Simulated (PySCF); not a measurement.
Computed with PBE-D3(BJ)/def2-TZVP // M06-2X/def2-TZVP in PySCF. Gas-phase values, no solvent. 

Reference species (SMILES): `[SiH3]` (neutral, multiplicity 2).

- dipole moment: 0.04 D
- highest occupied spin orbital: -5.33 eV

Changed species: `[BH][SiH3]` (radical fragment; the reference has radical fragment).

Give the shifts of the dipole moment and highest occupied spin orbital.

the dipole moment increases by 0.38 D, to 0.42 D; the highest occupied spin orbital goes up by 0.57 eV, to -4.76 eV.
